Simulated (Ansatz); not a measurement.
System: fluorite SrCl2. Method: LDA (PAW; Ansatz, an electronic-structure program).

Settings: plane-wave cutoff 520 eV, 6×6×6 k mesh, scalar-relativistic PAW data made under PBE.

Cell (relaxed at this level):

```
CELL_PARAMETERS angstrom
      0.00000     3.40015     3.40015
      3.40015     0.00000     3.40015
      3.40015     3.40015     0.00000
ATOMIC_POSITIONS crystal
  Sr 0.00000 0.00000 0.00000
  Cl 0.25000 0.25000 0.25000
  Cl 0.75000 0.75000 0.75000
```

Q: Predict the elastic constant C44, Young modulus, elastic constant C12, Voigt–Reuss–Hill bulk modulus, polycrystal shear modulus (Hill average) and elastic constant C11.

A: 
- elastic constant C44 = 11.6 GPa
- Young modulus = 44.6 GPa
- elastic constant C12 = 25.2 GPa
- Voigt–Reuss–Hill bulk modulus = 44.1 GPa
- polycrystal shear modulus (Hill average) = 16.8 GPa
- elastic constant C11 = 81.8 GPa

Elastic constants are with the ions relaxed.

Static lattice: no zero-point or thermal effects.

It cost roughly 50 core-seconds of CPU time.
